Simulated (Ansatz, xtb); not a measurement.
## C2H4FO+: which of two conformers lies lower

We compare X, `C[C+](O)F`, a singlet, with Y, `C[C+](O)F`, a singlet. Both are isolated ions in the gas phase, relaxed with PBE0-D3(BJ)/def2-SVP.

X (Å):

```xyz
8

C     1.1865   -0.5636   -0.6595
C     0.2805   -0.8135    0.4459
F     0.1703    0.0480    1.3739
O    -0.4124   -1.8560    0.5342
H     0.8990    0.3922   -1.1347
H     1.1741   -1.3883   -1.3806
H     2.2000   -0.4038   -0.2477
H    -0.9889   -1.9136    1.3279
```

Y (Å):

```xyz
8

C     0.0191   -0.2013    0.1700
C     0.7482   -1.4636    0.1495
F     0.2536   -2.4527    0.7566
O     1.8435   -1.7147   -0.4106
H    -0.1330    0.0885    1.2260
H    -0.9914   -0.3833   -0.2399
H     0.5237    0.5994   -0.3832
H     2.2507   -0.9666   -0.8892
```

Energies in hartree; the thermal terms are from PBE0-D3(BJ)/def2-SVP harmonic frequencies (ideal gas, rigid rotor, one conformer each, 298.15 K, 1 atm) and include the zero-point energy:

|  | X | Y |
| --- | --- | --- |
| E, CCSD(T)/def2-TZVP | −253.034613 | −253.031349 |
| zero-point energy | 0.061553 | 0.061729 |
| H(298 K) − E | 0.066965 | 0.067113 |
| G(298 K) − E | 0.034536 | 0.034792 |

Q: Work out ΔE, ΔE₀, ΔH and ΔG for X → Y in kJ/mol (1 Eh = 2625.50 kJ/mol) and the equilibrium ratio [Y]/[X].

A: 1. ΔE = −253.031349 − (−253.034613) = +0.003264 Eh = +8.57 kJ/mol.
2. ΔE₀ = ΔE + ΔZPE = +0.003264 + (+0.000176) Eh = +9.03 kJ/mol.
3. ΔH = ΔE + (+0.000148) Eh = +8.96 kJ/mol.
4. ΔG = ΔE + (+0.000256) Eh = +9.24 kJ/mol, so ΔS = (ΔH − ΔG)/T = −1.0 J/(mol K).
5. kT = 0.9442 mEh, so K = [Y]/[X] = exp(−ΔG/kT) = exp(−3.73) ≈ 0.024.

Structure X is favoured at this temperature. An error of 4 kJ/mol in ΔG would change K by a factor of 5. Mirror images and further conformers aren't counted.

Other levels gave ΔE = +9.1 (PBE0-D3(BJ)/def2-SVP); +8.1 (HF/def2-TZVP); +8.7 (MP2/def2-TZVP) kJ/mol. The correlated steps freeze 4 core orbitals. Programs: Ansatz 0.2.0.
